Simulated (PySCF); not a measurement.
Molecule: SMILES C=N[SiH3], CH$_{5}$NSi.

Bonds (- single, = double, # triple, : aromatic): C1=N2, N2-Si3. C1 carries H4, H5; Si3 carries H6, H7, H8. H4 is cis to Si3; H5 is trans to Si3.

Frames of a GFN2-xTB Langevin trajectory at 400 K; GIAO PBE0/pcSseg-1 shieldings in PySCF 2.14, gas phase, non-relativistic; equivalent atoms averaged within each frame.

δ = σ(ref) − σ, references computed at the same level: TMS for ¹³C (σref 186.93) and ²⁹Si (σref 349.16) and ¹H (σref 31.72); ¹⁵N (σref 267.73) against NH3. The references are static minima.

How do the shifts (ppm) fluctuate along the trajectory?

## Answers


```
         time (fs)     C1     N2    Si3    H5     H4  H6/H7/H8
optimised geometry  172.0  419.7  -58.0  8.68   8.78      5.01
               250  181.2  422.3  -61.1  9.00   8.77      5.07
               425  179.0  444.4  -76.0  9.30   8.64      5.29
               625  179.2  399.8  -59.6  9.13  10.55      5.43
               800  175.0  431.5  -61.8  9.76   8.37      5.27
              1000  170.8  425.8  -60.5  9.15   9.39      6.00
    mean of frames  177.1  424.8  -63.8  9.27   9.14      5.41
standard deviation    4.2   16.3    6.9  0.29   0.87      0.35
```

5 frames give an uncertainty of the mean of about the standard deviation over 2.2 at best, since frames this close in time may not be independent; classical motion lacks zero-point vibration, and the reference would need the same averaging.
